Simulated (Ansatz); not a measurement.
Born–Oppenheimer molecular dynamics of BClFH (4 atoms, charge 0, multiplicity 1). It goes on from the last frame of an earlier run, with new velocities.

Level of theory: Ansatz, RKS PBE/def2-SVP.

```json
{
  "ensemble": "NVT, Langevin thermostat",
  "time step": "1 fs",
  "steps asked": "150",
  "set temperature": "1500 K",
  "friction": "0.02 /fs",
  "seed": "770100"
}
```

First frame:

```xyz
4
Properties=species:S:1:pos:R:3
B -0.532 -0.720 0.239
Cl 0.434 0.095 1.400
H -0.225 -1.623 -0.713
F -1.660 -0.141 -0.087
```

Task: How far do the bonds stretch over the last three quarters of this one trajectory? (Pairs bonded in most of those frames.)

Result: 
```tsv
bond	mean (Å)	spread (Å)	shortest	longest
B1–Cl2	1.775	0.060	1.69	1.89
B1–H3	1.239	0.068	1.10	1.39
B1–F4	1.338	0.052	1.23	1.46
```

Mean temperature of the second half: 1387 K. A run of 0.15 ps of so small a system gives no equilibrium averages.

Run time: 98 s on 1 thread of Arm Neoverse V2 (shared host), peak memory 0.085 GiB.
